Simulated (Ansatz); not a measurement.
Cost and result for the atomization energy of C$_{3}$H$_{3}$N (7 atoms, 8 bonds).

```xyz
7

C     0.0536    1.0554    0.1064
C    -0.3900    0.1429    0.9960
C    -0.0531   -0.4469   -0.3965
N     0.2885    1.1217   -1.0936
H     0.1408   -0.1448    1.8902
H     0.8740   -0.9964   -0.5124
H    -0.9138   -0.7320   -0.9902
```

The species carries charge 0 and has multiplicity 1. The bonds changed during the relaxation, so this is another structure than the one it started from. All single points use the PBE0-D4/def2-TZVP geometry. Program: Ansatz. All runs use 2 threads of an Arm Neoverse V2 on a shared host. Times are those of one run each, without the atoms' runs, and a repeat can differ threefold. Electronic energies, without spin–orbit coupling; frozen cores. CCSD(T)/CBS adds CCSD(T) − MP2 in def2-TZVPP to the MP2 limit, and its time is that of the two runs behind it. T1 = 0.017. HSE06 is the plane-wave form, built on full-range PBE exchange.

CCSD(T)/CBS is a level of theory with its own doubt, some kJ/mol a heavy atom from the limit and from the frozen cores, so smaller differences don't rank the functionals.

```
                           level  functions  wall time
              BLYP-D4/def2-TZVPP        166      1.4 s
                CCSD(T)/def2-SVP         71      1.5 s
             HSE06-D4/def2-TZVPP        166      1.9 s
             BHLYP-D4/def2-TZVPP        166        2 s
           r2SCANh-D4/def2-TZVPP        166        3 s
             PBE-QIDH/def2-TZVPP        166      3.1 s
               B2PLYP/def2-TZVPP        166      3.2 s
              ωB97X-V/def2-TZVPP        166        5 s
               B97M-V/def2-TZVPP        166        6 s
ωB97M-V/def2-TZVPP (with forces)        166        7 s
                  MP2/def2-QZVPP        318       11 s
              CCSD(T)/def2-TZVPP        166       27 s
               CCSD(T)/CBS(def2)          –       38 s
```

(1) What atomization energy does each give, and how far from CCSD(T)/CBS? (An estimate is asked.)

Answers

(1) The calculation gave: 
```json
{"level": "BLYP-D4/def2-TZVPP", "atomization (kJ/mol)": "2870.7", "difference from CCSD(T)/CBS": "58.8", "per bond": "7.3"}
{"level": "CCSD(T)/def2-SVP", "atomization (kJ/mol)": "2653.8", "difference from CCSD(T)/CBS": "-158.1", "per bond": "-19.8"}
{"level": "HSE06-D4/def2-TZVPP", "atomization (kJ/mol)": "2881.8", "difference from CCSD(T)/CBS": "69.9", "per bond": "8.7"}
{"level": "BHLYP-D4/def2-TZVPP", "atomization (kJ/mol)": "2679.2", "difference from CCSD(T)/CBS": "-132.7", "per bond": "-16.6"}
{"level": "r2SCANh-D4/def2-TZVPP", "atomization (kJ/mol)": "2816.2", "difference from CCSD(T)/CBS": "4.3", "per bond": "0.5"}
{"level": "PBE-QIDH/def2-TZVPP", "atomization (kJ/mol)": "2823.1", "difference from CCSD(T)/CBS": "11.2", "per bond": "1.4"}
{"level": "B2PLYP/def2-TZVPP", "atomization (kJ/mol)": "2809.4", "difference from CCSD(T)/CBS": "-2.5", "per bond": "-0.3"}
{"level": "ωB97X-V/def2-TZVPP", "atomization (kJ/mol)": "2830.7", "difference from CCSD(T)/CBS": "18.8", "per bond": "2.3"}
{"level": "B97M-V/def2-TZVPP", "atomization (kJ/mol)": "2852.3", "difference from CCSD(T)/CBS": "40.4", "per bond": "5.0"}
{"level": "ωB97M-V/def2-TZVPP (with forces)", "atomization (kJ/mol)": "2840.7", "difference from CCSD(T)/CBS": "28.8", "per bond": "3.6"}
{"level": "MP2/def2-QZVPP", "atomization (kJ/mol)": "2878.8", "difference from CCSD(T)/CBS": "66.9", "per bond": "8.4"}
{"level": "CCSD(T)/def2-TZVPP", "atomization (kJ/mol)": "2723.8", "difference from CCSD(T)/CBS": "-88.1", "per bond": "-11.0"}
{"level": "CCSD(T)/CBS(def2)", "atomization (kJ/mol)": "2811.9", "difference from CCSD(T)/CBS": "0.0", "per bond": "0.0"}
```

From PBE to PBE0 (25 % exact exchange), in def2-TZVPP and without D4, the atomization energy moves by −109.3 kJ/mol: exact exchange takes away binding that semilocal exchange gives to molecules. Leaving LDA and LC-ωPBE aside and taking each functional with its dispersion term where it has one, the values, not all of them listed here, spread over 310.3 kJ/mol, from BHLYP-D4 to PBE-D4. LDA lies +389.5 kJ/mol from PBE without D4, its usual overbinding. The D4 term adds +17.5 kJ/mol with B3LYP and +8.8 kJ/mol with PBE0; it sums over pairs of atoms, weighted by their polarisabilities, and B3LYP, whose exchange is more repulsive, gets the larger term.

B3LYP here is the variant with VWN-RPA as its local correlation; programs differ in this.
